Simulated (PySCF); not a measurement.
These are PySCF with ωB97X-D3(BJ)/def2-TZVP // B3LYP-D3(BJ)/def2-TZVP values and carry that method's errors. Gas-phase values, no solvent. 

Reference species (SMILES): `C#C` (neutral, multiplicity 1).

```yaml
HOMO–LUMO gap: 14.05 eV
S1 oscillator strength: 0.000
HOMO: -10.96 eV
```

Changed species: `C#CC(N)=O` (X = carbamoyl; the reference has X = H).

**Question.** What does the change do to the HOMO–LUMO gap, S1 oscillator strength and HOMO?

**Answer.** the HOMO–LUMO gap decreases by 2.44 eV, to 11.61 eV; the S1 oscillator strength is nearly the same; the HOMO rises by 0.54 eV, to -10.42 eV.
